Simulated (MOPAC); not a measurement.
MOPAC input (PM6):

```
PM6 1SCF UHF MS=0.5 GEO-OK AUX(PRECISION=9) THREADS=1
FO

O    -0.00000000 1   -0.00000000 1   -0.71416636 1
F     0.00000000 1    0.00000000 1    0.63481454 1
```

From the last part of the output:

```
                                                       MOPAC v23.2.5 Linux

          FINAL HEAT OF FORMATION =         37.01119 KCAL/MOL =     154.85482 KJ/MOL

          COSMO AREA              =         51.55 SQUARE ANGSTROMS
          COSMO VOLUME            =         33.33 CUBIC ANGSTROMS

          IONIZATION POTENTIAL    =         10.304303 EV
          ALPHA SOMO LUMO (EV)    =        -11.953  0.195
          BETA  SOMO LUMO (EV)    =        -10.304 -1.698
          NO. OF ALPHA ELECTRONS  =          7
          NO. OF BETA  ELECTRONS  =          6
          MOLECULAR WEIGHT        =         34.9978         POINT GROUP:  C*v

          MOLECULAR DIMENSIONS (Angstroms)

            Atom       Atom       Distance
            F     2    O     1     1.34898
            F     2    O     1     0.00000
            O     1    F     2     0.00000

          SCF CALCULATIONS        =          1

   ATOM   CHEMICAL          X               Y               Z
  NUMBER   SYMBOL      (ANGSTROMS)     (ANGSTROMS)     (ANGSTROMS)

     1       O         -0.00000000  *  -0.00000000  *  -0.71416636  *
     2       F          0.00000000  *   0.00000000  *   0.63481454  *

                             CARTESIAN COORDINATES

   1    O       -0.000000000    -0.000000000    -0.714166360
   2    F        0.000000000     0.000000000     0.634814540

           Empirical Formula: O F  =     2 atoms

      MOLECULAR POINT GROUP   :   C*v

          ALPHA EIGENVALUES
 -43.31991 -30.25455 -18.46840 -18.43006 -18.09263 -14.64663 -11.95263   0.19458

           BETA EIGENVALUES
 -43.45285 -25.11499 -17.87761 -17.60668 -17.30795 -10.30430  -1.69791   1.21135

              NET ATOMIC CHARGES AND DIPOLE CONTRIBUTIONS

  ATOM NO.   TYPE          CHARGE      No. of ELECS.   s-Pop       p-Pop
    1          O          -0.073985        6.0740     1.99326     4.08073
    2          F           0.073985        6.9260     1.99129     4.93473
 DIPOLE           X         Y         Z       TOTAL
 POINT-CHG.     0.000     0.000     0.479     0.479
 HYBRID        -0.000    -0.000    -0.014     0.014
 SUM           -0.000    -0.000     0.465     0.465

          ATOMIC ORBITAL ELECTRON POPULATIONS

     Atom    s        px        py        pz
    1  O   1.99326   2.00000   1.03980   1.04093
    2  F   1.99129   2.00000   1.96020   0.97453

                    (SZ)    =    0.500000
                    (S**2)  =    0.760283

          ATOMIC ORBITAL SPIN POPULATIONS

    Atom   Total    s     px     py     pz
         Atomic
    1  O  1.0609  0.001  0.000  0.960  0.100
    2  F -0.0609  0.001  0.000  0.040 -0.101

 **********************
 *                    *
 * JOB ENDED NORMALLY *
 *                    *
 **********************

 == MOPAC DONE ==
```
